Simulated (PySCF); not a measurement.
PySCF input (PBE0/pcseg-2):

```python
import numpy as np, basis_set_exchange as bse
from pyscf import gto, scf, dft, df
from pyscf.prop.nmr import rks as nmr

basis = {'C': gto.basis.parse(bse.get_basis('pcseg-2', elements=['C'], fmt='nwchem')), 'S': gto.basis.parse(bse.get_basis('pcseg-2', elements=['S'], fmt='nwchem'))}
mol = gto.M(
    atom='''
    C    -0.00000000   -0.00000000   -1.11416072
    S     0.00000000    0.00000000    0.41781027
    ''',
    basis=basis,
    charge=0,
    verbose=4,
    max_memory=2160,
)
mf = dft.RKS(mol, xc='pbe0')
mf.grids.level = 3
mf.conv_tol = 1e-9
mf.max_cycle = 100
print('smallest overlap eigenvalue', np.linalg.eigvalsh(mol.intor('int1e_ovlp'))[0])
mf.kernel()
dip = mf.dip_moment()
n = nmr.NMR(mf)
n.verbose = 2
n.max_cycle_cphf = 60
sigma = n.kernel()
for i, x in enumerate(sigma):
    print(mol.atom_symbol(i), i + 1, round(x.trace() / 3, 3))
```

Output:

```
PySCF version 2.14.0

[INPUT] verbose = 4
[INPUT] num. atoms = 2
[INPUT] num. electrons = 22
[INPUT] charge = 0
[INPUT] spin (= nelec alpha-beta = 2S) = 0
[INPUT] symmetry False subgroup None
[INPUT] Mole.unit = angstrom
[INPUT] Symbol           X                Y                Z      unit          X                Y                Z       unit  Magmom
[INPUT]  1 C      0.000000000000   0.000000000000  -1.114160720000 AA    0.000000000000   0.000000000000  -2.105458619548 Bohr   0.0
[INPUT]  2 S      0.000000000000   0.000000000000   0.417810270000 AA    0.000000000000   0.000000000000   0.789546982331 Bohr   0.0

nuclear repulsion = 33.1605575953628
number of shells = 22
number of NR pGTOs = 111
number of NR cGTOs = 64
basis = {'C': [[0, [7319.99, 0.000695369], [1098.18, 0.00537138], [250.014, 0.0274734], [70.7586, 0.105078], [22.8595, 0.291262], [8.03936, 0.5], [2.89309, 0.362224]], [0, [5.2164, -0.0957844], [0.556124, 0.5]], [0, [0.228813, 1.0]], [0, [0.0936338, 1.0]], [1, [33.9855, 0.00818395], [7.72957, 0.0586921], [2.24954, 0.222514], [0.767681, 0.5]], [1, [0.263283, 1.0]], [1, [0.0848744, 1.0]], [2, [1.4, 1.0]], [2, [0.45, 1.0]], [3, [0.95, 1.0]]], 'S': [[0, [134700.0, 0.000226231], [20190.4, 0.00175488], [4595.28, 0.0091419], [1301.09, 0.0373551], [423.902, 0.123121], [152.485, 0.306801], [58.6925, 0.5], [23.1461, 0.354358]], [0, [116.327, -0.0491772], [35.2841, -0.215962], [6.77831, 0.5]], [0, [3.60404, 0.5], [1.64871, 0.366278]], [0, [0.421821, 1.0]], [0, [0.147554, 1.0]], [1, [1048.63, 0.00105273], [248.717, 0.00879338], [79.7887, 0.0453358], [29.6023, 0.154476], [12.0627, 0.352366], [5.07628, 0.5], [2.13375, 0.346429]], [1, [9.28958, -0.0185932], [0.837819, 0.5]], [1, [0.301495, 1.0]], [1, [0.097474, 1.0]], [2, [2.1, 1.0]], [2, [0.48, 1.0]], [3, [0.66, 1.0]]]}
ecp = {}
smallest overlap eigenvalue 0.004706068258368992

******** <class 'pyscf.dft.rks.RKS'> ********
method = RKS
initial guess = minao
damping factor = 0
level_shift factor = 0
DIIS = <class 'pyscf.scf.diis.CDIIS'>
diis_start_cycle = 1
diis_space = 8
diis_damp = 0
SCF conv_tol = 1e-09
SCF conv_tol_grad = None
SCF max_cycles = 100
direct_scf = True
direct_scf_tol = 1e-13
XC library pyscf.dft.libxc version 7.1.2
    S. Lehtola, C. Steigemann, M. J. T. Oliveira, and M. A. L. Marques,  SoftwareX 7, 1–5 (2018)
XC functionals = pbe0
    C. Adamo and V. Barone,  J. Chem. Phys. 110, 6158 (1999)
    M. Ernzerhof and G. E. Scuseria,  J. Chem. Phys. 110, 5029 (1999)
radial grids:
    Treutler-Ahlrichs [JCP 102, 346 (1995); DOI:10.1063/1.469408] (M4) radial grids

becke partition: Becke, JCP 88, 2547 (1988); DOI:10.1063/1.454033
pruning grids: <function nwchem_prune>
grids dens level: 3
symmetrized grids: False
atomic radii adjust function: <function treutler_atomic_radii_adjust>
small_rho_cutoff = 0
Set gradient conv threshold to 3.16228e-05
Initial guess from minao.
tot grids = 33000
init E= -436.158768746657
  HOMO = -0.304088751109909  LUMO = -0.108846653161581  gap/eV = 5.31281
cycle= 1 E= -436.049625730082  delta_E= 0.109  |g|= 0.116  |ddm|= 1.42
  HOMO = -0.323678169773576  LUMO = -0.085043913517252  gap/eV = 6.49357
cycle= 2 E= -436.051425601238  delta_E= -0.0018  |g|= 0.0498  |ddm|= 0.141
  HOMO = -0.330696362904376  LUMO = -0.0880750325761678  gap/eV = 6.60206
cycle= 3 E= -436.051378310827  delta_E= 4.73e-05  |g|= 0.0458  |ddm|= 0.0646
  HOMO = -0.326011898655334  LUMO = -0.0852847174527158  gap/eV = 6.55052
cycle= 4 E= -436.051932190974  delta_E= -0.000554  |g|= 0.0138  |ddm|= 0.0424
  HOMO = -0.326837746793494  LUMO = -0.0852208890569036  gap/eV = 6.57473
cycle= 5 E= -436.05198466815  delta_E= -5.25e-05  |g|= 0.00101  |ddm|= 0.0118
  HOMO = -0.327108843150551  LUMO = -0.0854759271284774  gap/eV = 6.57517
cycle= 6 E= -436.051984944694  delta_E= -2.77e-07  |g|= 0.00017  |ddm|= 0.00125
  HOMO = -0.327055394889342  LUMO = -0.0854314691233525  gap/eV = 6.57492
cycle= 7 E= -436.051984953033  delta_E= -8.34e-09  |g|= 3.96e-05  |ddm|= 0.0003
  HOMO = -0.32706296886002  LUMO = -0.0854351779067375  gap/eV = 6.57503
cycle= 8 E= -436.051984953518  delta_E= -4.85e-10  |g|= 3e-06  |ddm|= 4.99e-05
  HOMO = -0.327064039161868  LUMO = -0.0854360272539699  gap/eV = 6.57503
Extra cycle  E= -436.051984953513  delta_E= 5.17e-12  |g|= 5.12e-06  |ddm|= 6.64e-06
converged SCF energy = -436.051984953513
Dipole moment(X, Y, Z, Debye):  0.00000,  0.00000,  1.85759
C 1 -282.586
S 2 -78.776
```
